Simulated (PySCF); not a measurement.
Mapped SMILES: `[CH:1]#[C:2][CH3:3]`; H(Xn) means a hydrogen on atom n.

GIAO shifts from PySCF 2.14.0 with density-fitted response routines on PBE0-D3(BJ)/def2-SVP geometries (one conformer, non-relativistic, equivalent nuclei averaged), against TMS at the same level and in the same medium; PCM means IEF-PCM chloroform.

Measured (solution, not stated per compound (mostly CDCl3 or CCl4); Pretsch, Buehlmann, Badertscher, Structure Determination of Organic Compounds, 4th ed. (2009)): C3 3.7, C2 80.4, C1 68.3, H(C3) 1.80 ppm.

Which unscaled values do PBE0/pcSseg-1, gas; PBE0/pcSseg-1, PCM; WP04/pcSseg-1, PCM; wB97X-D/pcSseg-1, PCM give, and how close are they?

## Answers


```json
{"atoms": "C3", "measured": "3.7", "PBE0/pcSseg-1, gas": "4.2", "PBE0/pcSseg-1, PCM": "4.1", "WP04/pcSseg-1, PCM": "6.6", "wB97X-D/pcSseg-1, PCM": "4.1"}
{"atoms": "C2", "measured": "80.4", "PBE0/pcSseg-1, gas": "82.3", "PBE0/pcSseg-1, PCM": "85.7", "WP04/pcSseg-1, PCM": "77.7", "wB97X-D/pcSseg-1, PCM": "86.1"}
{"atoms": "C1", "measured": "68.3", "PBE0/pcSseg-1, gas": "73.5", "PBE0/pcSseg-1, PCM": "73.7", "WP04/pcSseg-1, PCM": "67.1", "wB97X-D/pcSseg-1, PCM": "74.7"}
{"atoms": "H(C3)", "measured": "1.80", "PBE0/pcSseg-1, gas": "1.83", "PBE0/pcSseg-1, PCM": "1.95", "WP04/pcSseg-1, PCM": "1.95", "wB97X-D/pcSseg-1, PCM": "1.89"}
```

Mean absolute error for 13C: PBE0/pcSseg-1, gas 2.5, PBE0/pcSseg-1, PCM 3.7, WP04/pcSseg-1, PCM 2.3, wB97X-D/pcSseg-1, PCM 4.2 ppm.

Mean absolute error for 1H: PBE0/pcSseg-1, gas 0.03, PBE0/pcSseg-1, PCM 0.15, WP04/pcSseg-1, PCM 0.15, wB97X-D/pcSseg-1, PCM 0.09 ppm.
